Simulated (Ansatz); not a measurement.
A nudged elastic band was laid between two geometries of CH5BO + H2 (10 atoms, charge 0, multiplicity 1).

Level of theory: RKS BLYP/6-31G* (Ansatz).

```json
{
  "movable images": "9",
  "climbing image": "yes",
  "spring": "5.0 eV/Å²",
  "optimiser": "quadratic models (default)",
  "start path": "through a guess of the saddle point",
  "force threshold": "0.05 eV/Å",
  "iteration limit": "60",
  "end points": "relaxed"
}
```

Initial state:

```xyz
10
Properties=species:S:1:pos:R:3
B -0.085 0.793 0.197
C -0.182 0.862 1.775
H -1.193 0.691 2.192
H 0.501 0.121 2.233
H 0.170 1.847 2.137
H 0.957 0.964 -0.384
O -1.151 0.541 -0.629
H -1.978 0.408 -0.117
H 0.274 -4.800 0.404
H 0.415 -4.845 1.138
```

Final state:

```xyz
10
Properties=species:S:1:pos:R:3
B 0.079 -0.600 -1.543
C -0.214 -0.161 3.058
H -1.223 0.044 3.451
H 0.521 0.442 3.612
H -0.171 0.103 1.990
H 1.034 -0.046 -2.016
O -0.664 0.134 -0.661
H -1.428 -0.372 -0.311
H -0.226 -1.735 -1.820
H 0.020 -1.229 3.187
```

Q: What changes between the two ends?

A: Bonds broken: B1–C2, H9–H10. Bonds formed: B1–H9, C2–H10. CH5BO + H2 becomes BH3O + CH4.

Q: Give the energies along the band, and the barrier.

A: The run converged. The highest image is number 5 of 0 to 10, 186.1 kJ/mol above the first end and 215.3 kJ/mol above the last; the last end lies 29.3 kJ/mol below the first. A structure lower than the first end lies on the path between it and the top, so the climb from that side starts below the end, which may itself be a saddle point or a shallow side well. Neighbouring images differ by up to 1.8 eV, so the band resolves the path poorly. A vibrational analysis at the climbing image gives one clearly imaginary mode, 1228i cm⁻¹: a first-order saddle point. The orbitals stay closed-shell, which can raise the energy where a bond breaks towards radicals; this wasn't checked here.

| image | path coordinate (Å) | energy (kJ/mol) | B1–C2 (Å) | H9–H10 (Å) | B1–H9 (Å) |
| --- | --- | --- | --- | --- | --- |
| 0 | 0.00 | 0.0 | 1.58 | 0.75 | 5.61 |
| 1 | 1.36 | 0.1 | 1.58 | 0.75 | 4.58 |
| 2 | 2.73 | -1.1 | 1.58 | 0.75 | 3.78 |
| 3 | 4.09 | 0.1 | 1.58 | 0.75 | 2.99 |
| 4 | 5.45 | 19.3 | 1.59 | 0.75 | 2.44 |
| 5 | 6.81 | 186.1 | 1.82 | 1.07 | 1.34 |
| 6 | 7.83 | 13.9 | 2.59 | 1.83 | 1.21 |
| 7 | 8.86 | -22.2 | 3.24 | 2.49 | 1.21 |
| 8 | 9.88 | -26.7 | 3.78 | 3.12 | 1.21 |
| 9 | 10.90 | -28.5 | 4.20 | 4.04 | 1.21 |
| 10 | 11.93 | -29.3 | 4.63 | 5.04 | 1.21 |

Q: What is the geometry of the highest image?

A: 
```xyz
10
Properties=species:S:1:pos:R:3
B 0.008 -0.422 0.129
C -0.066 -0.073 1.917
H -0.908 -0.454 2.523
H 0.879 -0.235 2.457
H -0.224 1.007 1.779
H 1.111 -0.101 -0.206
O -1.096 0.095 -0.595
H -1.959 -0.182 -0.230
H 0.075 -1.759 0.110
H -0.091 -1.295 1.062
```

Time of the run: 110 s on 1 thread of Intel(R) Xeon(R) 6975P-C (Granite Rapids) (shared host), peak memory 0.12 GiB.
